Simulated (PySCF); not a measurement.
Task: Write a Z-matrix for InChI=1S/C5H7O/c6-4-3-5-1-2-5/h5H,1-3H2/q+1 as optimised with GFN2-xTB. (Charge +1.)

Result: 
Z-matrix in Å and degrees, rows numbered from 1:
```
O 
C   1  1.1195
C   2  1.3805  1  172.02
C   3  1.5532  2  101.84  1     3.39
C   4  1.5059  3  117.12  2  -139.53
C   5  1.4914  4   60.22  3   110.34
H   3  1.0980  2  111.50  1  -115.13
H   3  1.0970  2  112.90  1   123.51
H   4  1.0808  3  113.27  2    76.91
H   5  1.0788  4  118.79  6  -108.71
H   5  1.0794  4  116.58  6   109.92
H   6  1.0785  4  117.83  5  -109.19
H   6  1.0797  4  118.62  5   107.95
```

The 5 C–C bonds span 1.381 Å (C2–C3, drawn single) to 1.553 Å (C3–C4, drawn single), a spread of 0.172 Å. Of the pairs four or more bonds apart, H7···H10 is among the closest relative to their van der Waals radii: 2.42 Å, 101 % of the sum of Bondi's values. The 3-membered ring C4–C5–C6 has internal angles of 59.4° to 60.4°.

Structure optimised with GFN2-xTB, isolated species.

Point group: C1 (no symmetry element, even within 0.4 Å). Stationary, but not proved a minimum. Torsions: C2–C3–C4–C5 -140°.

One conformer stands for the species.

The numbers are calculated, not measured.
